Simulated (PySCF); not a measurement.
# How methods differ on the ionisation energy of C

C [He] 2s2 2p2 (3P) → C⁺ [He] 2s2 2p1 (2P), as a difference of total energies. Computed with PySCF 2.14 in dyall-acv3z, with the non-relativistic Hamiltonian (point nucleus). Correlated levels: valence: 1s2 frozen; valence and next inner shell: nothing frozen; virtual orbitals above 40 to 60 times the deepest correlated orbital energy dropped. The calculations carry no spin-orbit coupling.

| method | ionisation energy (eV) | error (eV) |
| --- | --- | --- |
| UHF | 10.801 | -0.461 |
| LDA | 11.694 | +0.432 |
| PBE | 11.542 | +0.280 |
| PBE0 | 11.515 | +0.253 |
| r2SCAN | 11.674 | +0.412 |
| wB97X-V | 11.348 | +0.086 |
| PW91 | 11.611 | +0.349 |
| BLYP | 11.405 | +0.143 |
| LC-wPBE | 11.678 | +0.416 |
| MP2 (valence) | 11.254 | -0.008 |
| SCS-MP2 (valence) | 11.122 | -0.140 |
| MP2 (valence and next inner shell) | 11.267 | +0.005 |
| SCS-MP2 (valence and next inner shell) | 11.127 | -0.135 |

Reference: 11.262 eV (measured; NIST levels, between the centres of gravity of the two terms).

Errors of the correlated levels include the incompleteness of this basis and the frozen core.
